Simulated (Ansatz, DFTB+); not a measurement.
**Computed against measured: dipole moment**

7 molecules with nitrogen; the dipole moment in D, computed less measured. Shapes, held fixed at every level: PBE0-D4/def2-TZVP. No vibrational averaging. Dipoles are compared by magnitude; molecules under 1 D, whose direction can flip, are left out. Programs: Ansatz 0.2.0, DFTB+ 25.1. Measured values: NIST CCCBDB.

Levels: A = DFTB2-D4; B = HF/def2-SVP; C = r2SCAN-D4/def2-TZVPP; D = B3LYP-D4/def2-TZVPP; E = wB97M-V/def2-TZVPP.

```
                   molecule  measured      A      B      C      D      E
     HCN (hydrogen cyanide)      2.98  -1.21  +0.21  +0.04  +0.05  +0.06
         CH3N (methanimine)      2.00  -0.99  +0.20  -0.04  -0.01  +0.01
         CH5N (methylamine)      1.31  -0.67  +0.13  -0.03  -0.01   0.00
C2H5N (N-methylmethanimine)      1.53  -0.76  +0.21  -0.10  -0.06  -0.02
    C3H3NO (SMILES c1cocn1)      1.50  -0.44  +0.02  +0.07  +0.06  +0.07
      C2H7N (dimethylamine)      1.03  -0.55  +0.06  -0.13  -0.10  -0.07
  C4H5N (SMILES c1cc[nH]c1)      1.84  +0.11  +0.18  +0.10  +0.07  +0.11
```

Task: Sum up the errors.

Result: 
```json
{"level": "DFTB2-D4", "kind": "semi-empirical", "mean error": "-0.644", "mean absolute error": "0.676", "worst case": "HCN"}
{"level": "HF/def2-SVP", "kind": "Hartree–Fock", "mean error": "+0.144", "mean absolute error": "0.144", "worst case": "HCN"}
{"level": "r2SCAN-D4/def2-TZVPP", "kind": "meta-GGA", "mean error": "-0.013", "mean absolute error": "0.073", "worst case": "C2H7N"}
{"level": "B3LYP-D4/def2-TZVPP", "kind": "global hybrid", "mean error": "0.000", "mean absolute error": "0.051", "worst case": "C2H7N"}
{"level": "wB97M-V/def2-TZVPP", "kind": "range-separated hybrid", "mean error": "+0.023", "mean absolute error": "0.049", "worst case": "C4H5N"}
```

On this set wB97M-V/def2-TZVPP has the smallest mean absolute error and DFTB2-D4 the largest. DFTB2-D4 is too low in 6 of 7; HF/def2-SVP is too high in 7 of 7. The levels differ in basis as well as in method. The tabulated value of C4H5N is in doubt (older tables, estimates, or at odds with other calculations) and kept here. Over the 6 molecules whose values aren't doubted the mean absolute errors are A 0.770; B 0.138; C 0.068; D 0.048; E 0.038. The smallest two are near a tie. The set is small.
